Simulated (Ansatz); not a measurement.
# [SiPH4]− (SMILES [SiH2-]P): BLYP/STO-3G

Aim: the vertical singlet–triplet gap of [SiPH4]− at BLYP/STO-3G, from 2 runs. 

The results are computed with Ansatz 0.2.0.

**1. The system as given**

[SiPH4]−: 6 atoms, total charge -1, spin state singlet. As SMILES, `[SiH2-]P`. The shape is that of a GFN2-xTB optimisation. This is one conformer, not always the lowest.

Bond lengths: Si1–P2 2.225 Å, Si1–H3 1.503 Å, Si1–H4 1.503 Å, P2–H5 1.375 Å, P2–H6 1.375 Å. Angles: Si1–P2–H5 94.0°, Si1–P2–H6 94.1°, P2–Si1–H3 96.4°, P2–Si1–H4 96.5°, H5–P2–H6 91.3°, H3–Si1–H4 96.7°.

**2. The energy at BLYP/STO-3G**

The input, in.yaml:

```yaml
crystal:
  periodic: [false, false, false]
  atoms:
    - {symbol: Si, position_ang: [0.357650, -1.019850, -0.132620]}
    - {symbol: P, position_ang: [-0.355230, 1.071380, 0.132600]}
    - {symbol: H, position_ang: [-0.387090, -1.600590, 1.036860]}
    - {symbol: H, position_ang: [-0.642080, -1.408110, -1.185860]}
    - {symbol: H, position_ang: [0.407400, 1.565440, -0.899820]}
    - {symbol: H, position_ang: [0.619350, 1.391730, 1.048840]}
basis:
  gaussian:
    orbitals: STO-3G
total_charge: -1
hamiltonian:
  xc: {name: BLYP}
accuracy: high
```

Launch:

```bash
ansatz run in.yaml --threads 1 --pin off --max-ram 2610MiB --events-out events.jsonl --progress --plain --runs-dir runs
```

The log of the run:

```text
Warning: RAYON_NUM_THREADS=1 ignored (pool sized by the plan → 1); use --threads N
Functional definition: BLYP
  name "BLYP"
  parameter beta = 0.0042
  parameter a = 0.04918
  parameter b = 0.132
  parameter c = 0.2533
  parameter d = 0.349
  exchange = b88_x(beta = beta)
  correlation = lyp_c(a = a, b = b, c = c, d = d)
393 factors; integrals over basis functions are off by at most 2.7e-9 eV
mean field evaluation 1: about -17026.0946 eV, gradient 1.9e1 eV
mean field evaluation 2: about -17026.1937 eV, gradient 1.7e1 eV
mean field evaluation 4: about -17027.5412 eV, gradient 6.4e-1 eV
mean field evaluation 8: about -17027.5028 eV, gradient 8.8e-3 eV
mean field evaluation 16: about -17027.5028 eV, gradient 7.3e-9 eV
mean field -17027.50280987 eV, -625.7491866069 hartree, gradient 9.0e-9 eV, S^2 0.000000; 0 other end points of the search recorded, 0 dependent functions left out
reference -17027.50284890 eV, -625.7491880410 hartree; 17, 17 occupied and 5, 5 virtual orbitals, 393 factors
Total energy: -17027.50284890 eV, -625.7491880410 hartree
```

Wall time 0.83 s (1 thread of AMD EPYC 9R14 (Zen 4), shared host); peak memory 0.12 GiB.

**3. The triplet**

The input, run.yaml:

```yaml
crystal:
  periodic: [false, false, false]
  atoms:
    - {symbol: Si, position_ang: [0.357650, -1.019850, -0.132620]}
    - {symbol: P, position_ang: [-0.355230, 1.071380, 0.132600]}
    - {symbol: H, position_ang: [-0.387090, -1.600590, 1.036860]}
    - {symbol: H, position_ang: [-0.642080, -1.408110, -1.185860]}
    - {symbol: H, position_ang: [0.407400, 1.565440, -0.899820]}
    - {symbol: H, position_ang: [0.619350, 1.391730, 1.048840]}
basis:
  gaussian: {orbitals: STO-3G}
hamiltonian: {xc: {name: BLYP}}
total_charge: -1
accuracy: high
magnetization: {spin_polarized: true, initial_magnetization: 2}
```

Launch:

```bash
ansatz run run.yaml --threads 1 --pin off --max-ram 2610MiB --events-out events.jsonl --progress --plain --runs-dir runs
```

The log of the run, cut to the lines that bear on the results:

```text
Warning: RAYON_NUM_THREADS=1 ignored (pool sized by the plan → 1); use --threads N
[... 9 set-up lines as earlier in the session ...]
393 factors; integrals over basis functions are off by at most 2.7e-9 eV
mean field evaluation 1: about -17018.3232 eV, gradient 1.5e1 eV
mean field evaluation 2: about -17017.6514 eV, gradient 1.9e1 eV
mean field evaluation 4: about -17020.9524 eV, gradient 1.9e0 eV
mean field evaluation 8: about -17020.9680 eV, gradient 3.6e-2 eV
mean field evaluation 16: about -17020.9680 eV, gradient 3.7e-6 eV
mean field evaluation 32: about -17020.5892 eV, gradient 1.4e0 eV
mean field -17020.96796866 eV, -625.5090356219 hartree, gradient 6.4e-8 eV, S^2 2.001281; 3 other end points of the search recorded, 0 dependent functions left out
reference -17020.96800724 eV, -625.5090370397 hartree; 18, 16 occupied and 4, 6 virtual orbitals, 393 factors
Total energy: -17020.96800724 eV, -625.5090370397 hartree
```

Wall time 1.7 s (1 thread of AMD EPYC 9R14 (Zen 4), shared host); peak memory 0.16 GiB.

**4. Summary of results**

Level: BLYP/STO-3G.

```
                                        quantity          value
                           singlet: total energy  -625.74919 Eh
                           triplet: total energy  -625.50904 Eh
                                   triplet: ⟨S²⟩          2.001
vertical energy of the triplet above the singlet       6.535 eV
```

**Reading.** At this shape the triplet lies 6.53 eV (151 kcal/mol) above the singlet. For an anion a state so high probably lies above electron detachment. In a minimal basis such a difference can be off by several eV, whatever the method.
